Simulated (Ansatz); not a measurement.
**PH⁻, quartet in 6-31++G**: errors against full CI**

Geometry: a point of a stretch scan, not a stationary point.

```tsv
atom	x (Å)	y (Å)	z (Å)
P	0.0000	0.0000	0.0000
H	0.0000	0.0000	1.7550
```

Basis 6-31++G** (Cartesian d functions); Ansatz 0.2.0. Only valence electrons are correlated (noble-gas cores frozen), which leaves 7 electrons in 24 orbitals. Prefix R: restricted or restricted open-shell reference; prefix U: unrestricted. Active spaces: valence = (7e, 5o) chosen from the atoms' valence shells. This anion state lies near or above the neutral species, so the extra electron is weakly bound or unbound and the energies hang on the diffuse functions.

Full CI is exact within this basis and frozen core; it isn't the basis-set limit. The frozen core follows each run's orbitals, which can shift R against U totals by a few meV.

For open shells CISD is restricted-active-space CI with the open shells as a complete middle space.

```
UHF ⟨S²⟩                          : 3.770
T1 diagnostic (RCCSD)             : 0.0334
largest doubles amplitude (RCCSD) : 0.096
T1 diagnostic (UCCSD)             : 0.0263
```

```
   level  E − E(RHF) (eV)
     UHF          -0.1346
    RMP2          -2.4508
    UMP2          -2.4293
   RCCSD          -3.0314
   UCCSD          -3.0334
RCCSD(T)          -3.1137
UCCSD(T)          -3.1139
```

Task: Estimate how far full CI in 6-31++G** lies from RCCSD(T). The table doesn't fix it; the size of (T) and the diagnostics are the guide.

Result: Full CI in 6-31++G** lies 0.55 kcal/mol below RCCSD(T), which is 29 % of the (T) step (-1.90 kcal/mol). T1 is raised, and the rest is a large part of (T).

The other levels:

| level | E − E(full CI) (kcal/mol) | share of correlation (%) | wall time |
| --- | --- | --- | --- |
| CISD | 4.46 | 93.83 | 0.96 s |
| BCCD(T) | 0.54 | 99.25 | 1.1 s |
| RCCSDT | 0.08 | 99.89 | – |
| UCCSDT | 0.07 | 99.90 | – |
| RCCSDT(Q) | 0.01 | 99.99 | 3.3 s |
| UCCSDT(Q) | 0.00 | 100.00 | 2.9 s |
| CASSCF (valence space) | 72.36 | 0.00 | – |
| NEVPT2 (valence space) | 20.55 | 71.60 | 0.42 s |
| MRCISD (valence space) | 5.34 | 92.61 | – |
| MRCISD+Q (valence space) | 0.25 | 99.65 | 0.63 s |

The correlation energy at full CI, counted from RHF, is -3.138 eV. That run took 39 s on 1 thread of Arm Neoverse V2, shared host over 2,943,076 determinants.

Times hold each run's SCF and search for its determinant on a shared host, so for small cases they say little of a method's own cost; they ran on 1 thread of Arm Neoverse V2.

The full-CI state has the irrep A2 of C2v, in the program's axes (one component, if the state is degenerate).

Natural occupations of full CI about the gap: 1.955 1.925 0.992 0.992 0.990 0.056 0.018 0.010 0.010 0.009; effectively unpaired electrons, Σ n²(2−n)², 3.04.
